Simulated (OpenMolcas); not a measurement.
## BNH3 (SMILES [BH]N): methods side by side

BNH3: 5 atoms, total charge 0, spin state doublet. SMILES: `[BH]N`. Geometry: relaxed at GFN2-xTB. This is one conformer, not always the lowest.

```xyz
5

B     0.7058   -0.3416    0.5400
N    -0.1687    0.4034   -0.2106
H     0.5367   -1.4869    0.7238
H    -1.0067    0.0361   -0.6531
H    -0.0671    1.3891   -0.4000
```

Each level gives the energy change with the B1–N2 bond stretched from 1.372 to 2.745 Å (eV). The values are calculated.

```tsv
level	kind	program	value (eV)	less FCI/STO-3G	CPU time (all runs)
ROHF/STO-3G	Hartree–Fock	OpenMolcas	6.10	-0.07	5.5 s
UHF/STO-3G	Hartree–Fock	OpenMolcas	5.63	-0.54	4.4 s
U-r2SCAN/STO-3G	meta-GGA	OpenMolcas	7.30	+1.13	18 s
UB3LYP/STO-3G	global hybrid	OpenMolcas	7.45	+1.28	16 s
UM06-2X/STO-3G	hybrid meta-GGA	OpenMolcas	7.09	+0.92	23 s
MRCI(3,3)/STO-3G	multireference	OpenMolcas	6.18	+0.01	4.7 s
SC-NEVPT2(3,3)/STO-3G	multireference	OpenMolcas	6.45	+0.28	3.9 s
FCI/STO-3G	exact in the basis	OpenMolcas	6.17	0.00	29 s
```

FCI/STO-3G is exact within its basis and frozen core, so for wave-function methods in that basis the difference is their error; functionals converge differently with the basis, so for them it is only a difference. The first shape isn't each level's own minimum. The values span 5.63 to 7.45 eV. Spin contamination of the reference (⟨S²⟩ at least 0.1 too high) touches UHF/STO-3G, U-r2SCAN/STO-3G, UB3LYP/STO-3G, UM06-2X/STO-3G. All rows use very small basis sets, so even the best lies far from the true value. CPU times are rough (shared hosts, several kinds of processor): they show what a rung costs within a factor of a few.
